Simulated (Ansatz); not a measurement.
## Changing the shape of HCO, doublet

Program: Ansatz, Gaussian basis, development build. Basis cc-pVDZ, nonrelativistic, 2 orbitals frozen in the corrections; active space CAS(11,9). Restricted Hartree–Fock, then the lowest state-specific CASSCF solution met for each case. On stretched bonds single-reference methods can fail or change state. Solutions in different active orbitals can move differences by tenths of an eV and at times more than 1 eV.

Case A:

| atom | x (Å) | y (Å) | z (Å) |
| --- | --- | --- | --- |
| C | 0.0000 | 0.5249 | -0.3523 |
| H | 0.0000 | 1.6127 | 0.2127 |
| O | 0.0000 | -0.5952 | 0.2377 |

Case B:

```xyz
3

C     0.0000    0.4860   -0.3262
H     0.0000    1.4932    0.1969
O     0.0000   -0.5511    0.2201
```

Case C:

```xyz
3

C     0.0000    0.4471   -0.3001
H     0.0000    1.3738    0.1812
O     0.0000   -0.5070    0.2024
```

Energy less that of case A, in eV:

```csv
case,RHF/ROHF,CASSCF
B,-0.736,-0.342
C,-0.219,+0.542
```

Problem. Give the SC-NEVPT2 energies against case A.

Solution. B: -0.242 eV (-5.6 kcal/mol); C: +0.708 eV (16.3 kcal/mol).

Problem. Which case is lowest, and do the methods agree?

Solution. B is lowest in SC-NEVPT2. Of the methods shown, RHF/ROHF, CASSCF agree.
